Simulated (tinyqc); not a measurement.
A ladder of methods, and size consistency: correlation methods against full CI in the sto-3g basis, for H2O, spin multiplicity 1. Computed by the program tinyqc with PySCF. Command: `OMP_NUM_THREADS=1 python tinyqc.py 111519 111520 out.jsonl`; one thread of a shared host (Intel(R) Xeon(R) Processor @ 2.60GHz), about 1 s.

Geometry (angstrom):

| atom | x | y | z |
|---|---|---|---|
| O | 0.0000 | 0.0000 | 0.0000 |
| H | 0.0000 | 0.7920 | 0.5210 |
| H | 0.0000 | -0.7920 | 0.5210 |

RHF energy of one = -74.955734 hartree

All electrons correlated; +Q is the Davidson correction (1 - c0^2) E_corr. The last columns treat two copies 100 angstrom apart as one system. FCI is the lowest singlet.

Correlation energies (hartree):

| method | E_corr of one | share of FCI (%) | E_corr of two at 100 angstrom | two minus twice one (mhartree) |
|---|---|---|---|---|
| MP2 | -0.03363 | 71.458 | -0.06726 | 0.000 |
| CISD | -0.04641 | 98.620 | -0.09070 | 2.120 |
| CISD+Q | -0.04752 | 100.984 | -0.09474 | 0.302 |
| CCSD | -0.04693 | 99.713 | -0.09385 | 0.000 |
| CCSD(T) | -0.04701 | 99.891 | -0.09402 | 0.000 |
| FCI | -0.04706 | 100.000 | - | - |

MP2 recovers 71 %, CISD 98.6 % and CCSD 99.7 % of the FCI value (c0^2 = 0.976 in CISD). MP2 and coupled cluster are size consistent, so their last column vanishes; CISD loses 2.12 mhartree, since a double excitation on each copy is a quadruple of the pair, and the Davidson correction leaves +0.30.
